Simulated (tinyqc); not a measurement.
Worked calculation: extended Hueckel theory, for BH3. One step of it, computed by the program tinyqc.

Task: Mulliken analysis. P = C n C^T; charge = valence electrons (H 1, B 3) minus the sum of (P S)_ii on the atom; overlap population = 2 sum P_ij S_ij between two atoms.

coefficients:
```
              MO1        MO2        MO3        MO4        MO5        MO6        MO7
1B 2s    0.546981   0.000019   0.000000   0.029657   0.000000  -0.003053   1.564324
1B 2px  -0.000007   0.324784   0.000000  -0.000001   0.000000   1.364282   0.003289
1B 2py   0.000000   0.000000   0.324726   0.000000   1.363671   0.000000   0.000000
1B 2pz   0.000949  -0.000002   0.000000   0.999407   0.000000   0.000099  -0.050430
2H 1s    0.267092   0.642218   0.000000  -0.009966   0.000000  -1.022513  -0.832469
3H 1s    0.266948  -0.321308   0.556368  -0.009966  -0.886396   0.513860  -0.828276
4H 1s    0.266948  -0.321308  -0.556368  -0.009966   0.886396   0.513860  -0.828276
```

occupations: 2.000000  2.000000  2.000000  0.000000  0.000000  0.000000  0.000000

overlap S, lower triangle:
```
           1B 2s     1B 2px     1B 2py     1B 2pz     2H 1s     3H 1s     4H 1s
1B 2s   1.000000
1B 2px  0.000000   1.000000
1B 2py  0.000000   0.000000   1.000000
1B 2pz  0.000000   0.000000   0.000000   1.000000
2H 1s   0.505697   0.542180   0.000000  -0.014107  1.000000
3H 1s   0.505389  -0.271081   0.469341  -0.014094  0.102967  1.000000
4H 1s   0.505389  -0.271081  -0.469341  -0.014094  0.102967  0.102919  1.000000
```

Give: charges; Overlap populations.

Result:

charges: 1B 0.858, 2H -0.286, 3H -0.286, 4H -0.286

Overlap populations:
```
pair      value
2-1    0.747879
3-1    0.747487
3-2   -0.055623
4-1    0.747487
4-2   -0.055623
4-3   -0.055595
```
